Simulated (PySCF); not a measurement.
H$_{2}$N, SMILES `[NH2]` (charge 0, multiplicity 2)

Computed with PBE-D3(BJ)/def2-TZVP // PBE0-D4/def2-TZVP run with PySCF.

```
Property                                        Value
-----------------------------  ----------------------
highest occupied spin orbital                -7.06 eV
dipole moment                                  1.91 D
total energy                              -1519.19 eV
cost                           roughly 8 core-seconds
```

```xyz
3

N     -0.0014     0.4257     0.0000
H      0.8049    -0.2102     0.0000
H     -0.8035    -0.2156     0.0000
```
Charge 0, spin multiplicity 2.
